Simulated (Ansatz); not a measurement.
C6H12 can be A, `C1CCCCC1`, or B, `C/C=C\CCC`.

Gas-phase electronic energies from Ansatz, PBE0-D4/def2-TZVP geometries. CBS: MP2 limit from def2 TZ/QZ plus the TZ coupled-cluster correction, frozen cores. Functionals use def2-TZVPP. B3LYP here is the variant with VWN-RPA as its local correlation; programs differ in this. One conformer a species, not always the lowest.

(1) Which isomer does CCSD(T)/CBS put lower? Give the gap. (Estimate.)

(2) Give E(B) − E(A) in kcal/mol with B3LYP, B2PLYP, PBE-D4, CCSD/def2-TZVPP, HF/def2-TZVPP, ωB97M-V, CCSD(T)/def2-TZVPP. (Estimate.)

Largest T1 diagnostic: 0.009.

## Answers

(1) Ansatz gave: A, by 13.7 kcal/mol.

(2) Ansatz gave: B3LYP 8.4, B2PLYP 10.9, PBE-D4 12.7, CCSD/def2-TZVPP 14.2, HF/def2-TZVPP 9.8, ωB97M-V 14.4, CCSD(T)/def2-TZVPP 13.9. None reverses the order clearly.

The D4 term adds +1.7 kcal/mol with B3LYP and +0.8 kcal/mol with PBE0; it sums over pairs of atoms, weighted by their polarisabilities, and B3LYP, whose exchange is more repulsive, gets the larger term. In def2-TZVPP, CCSD(T) changes the Hartree–Fock value by +4.1 kcal/mol (the triples alone add −0.3 kcal/mol) and MP2 by +5.8 kcal/mol.
